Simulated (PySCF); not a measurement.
Si(F)4 cation (F4Si), SMILES F[Si](F)(F)F (connectivity only; charge and spin as stated), charge +1, multiplicity 2. Atoms are numbered in the order given.

```xyz
5

F      1.0058     0.0000     1.1357
Si     0.0000     0.0000    -0.2068
F      0.0000    -1.3460    -0.9749
F     -1.0058     0.0000     1.1357
F      0.0000     1.3460    -0.9749
```
Charge +1, spin multiplicity 2.

Geometry: ωB97X-D3(BJ)/def2-SVP. The multiplicity is an assumed one; other spin states were not compared. The isomer is the one that the SMILES or the coordinates give; other isomers of the formula were not compared.

Method: B3LYP/pcH-1 (PySCF).

Unrestricted Kohn–Sham, ⟨S²⟩ = 0.755. Hyperfine tensors hold the contact and dipolar terms, without spin-orbit corrections.

Q: Estimate the hyperfine couplings. (The exact figures need the calculation; the answer reports its results.)

A: 
```tsv
nucleus	A(iso) (MHz)	A(iso) (G)	dipolar principal values (MHz)
19F no. 1	216.0	77.1	-963.1, -951.0, 1914.1
29Si no. 2	40.2	14.3	-0.2, -0.1, 0.3
19F no. 3	-2.2	-0.8	-7.5, -6.7, 14.3
19F no. 4	215.9	77.1	-963.2, -951.0, 1914.2
19F no. 5	-2.2	-0.8	-7.5, -6.7, 14.3
```

Q: And the g tensor (effective nuclear charges for spin-orbit coupling, GIAO)? (The exact figures need the calculation; the answer reports its results.)

A: principal values 2.0070, 2.0154, 2.0272; isotropic 2.0166.
